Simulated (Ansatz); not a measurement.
# CH3O: the cost of one run

Computed with Ansatz 0.2.0 (the levels named in each step, unless a step's input says otherwise).

## (1) The structure to begin with

Bond lengths: C1–O2 1.365 Å, C1–H3 1.067 Å, C1–H4 1.070 Å, O2–H5 0.962 Å. Angles: C1–O2–H5 110.1°, O2–C1–H3 115.3°, O2–C1–H4 121.4°, H3–C1–H4 123.4°.

Coordinates:

```xyz
5

C    -0.6698    0.2722   -0.0699
O     0.5684   -0.2871    0.0607
H    -1.4812   -0.4207   -0.1037
H    -0.7999    1.3333   -0.1157
H     1.2402    0.4012    0.0898
```

## (2) A rough first relaxation, PBE-D4/def2-SVP

This run stands in another session on the same molecule. It ended at:

```xyz
5

C    -0.6487    0.2636   -0.1946
O     0.5596   -0.2877    0.1274
H    -1.4939   -0.4305   -0.0751
H    -0.8013    1.3485   -0.0587
H     1.2420    0.4050    0.0621
```

## (3) Relaxation, PBE0-D4/def2-TZVPP

This run stands in another session on the same molecule. It ended at:

```xyz
5

C    -0.6540    0.2653   -0.1781
O     0.5547   -0.2776    0.1122
H    -1.4794   -0.4226   -0.0759
H    -0.7941    1.3334   -0.0670
H     1.2305    0.4003    0.0699
```

## (4) Frequencies, PBE0-D4/def2-TZVPP

The input, input.yaml:

```yaml
crystal:
  periodic: [false, false, false]
  atoms:
    - { symbol: C, position_ang: [-0.65400785, 0.26533204, -0.17805709] }
    - { symbol: O, position_ang: [0.55467539, -0.27759621, 0.11223442] }
    - { symbol: H, position_ang: [-1.4793792, -0.42259228, -0.07589568] }
    - { symbol: H, position_ang: [-0.79411683, 1.33344809, -0.06704545] }
    - { symbol: H, position_ang: [1.23050848, 0.40026838, 0.06990379] }
magnetization:
  spin_polarized: true
  initial_magnetization: 1
basis:
  gaussian: { orbitals: def2-TZVPP }
hamiltonian:
  xc: pbe0
  dispersion: d4
phonons: {}
```

Command:

```sh
ansatz run input.yaml --threads 2 --pin off --max-ram 5120MiB --backend cpu --events-out ev --progress --plain --runs-dir out
```

Q: Estimate wall time and peak memory on 2 threads of Intel Xeon at 2.50GHz (Skylake/Cascade Lake), shared host.

About 2.1 min, with a peak of 0.16 GiB.
